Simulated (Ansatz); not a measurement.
Diamond, treated with HSE06 in Ansatz (plane waves, PAW).

Run with plane-wave cutoff 520 eV, 12×12×12 k mesh, scalar-relativistic PAW data made under PBE.

Computed at the level's own relaxed cell.

```
CELL_PARAMETERS angstrom
      0.00000     1.77274     1.77274
      1.77274     0.00000     1.77274
      1.77274     1.77274     0.00000
ATOMIC_POSITIONS crystal
  C  0.50000 0.50000 0.50000
  C  0.75000 0.75000 0.75000
```

Question: Give the elastic tensor (Voigt notation, GPa, ions relaxed, in the Cartesian axes of the cell as printed).

Answer: 
```
 1136.9   136.7   136.7     0.0     0.0     0.0
  136.7  1136.9   136.7     0.0     0.0     0.0
  136.7   136.7  1136.9     0.0     0.0     0.0
    0.0     0.0     0.0   608.2     0.0     0.0
    0.0     0.0     0.0     0.0   608.2     0.0
    0.0     0.0     0.0     0.0     0.0   608.2
```

Measured, for comparison: elastic constant C11 1081 GPa, elastic constant C12 125 GPa, elastic constant C44 579 GPa (low temperature, zero-point motion not removed; as tabulated in Tanner et al. (2021), arXiv:2110.11888). Computed (rounded) less measured: elastic constant C11 +5 %, elastic constant C12 +10 %, elastic constant C44 +5 %.

Computed values are for the static lattice.

Ansatz is a first-principles code.
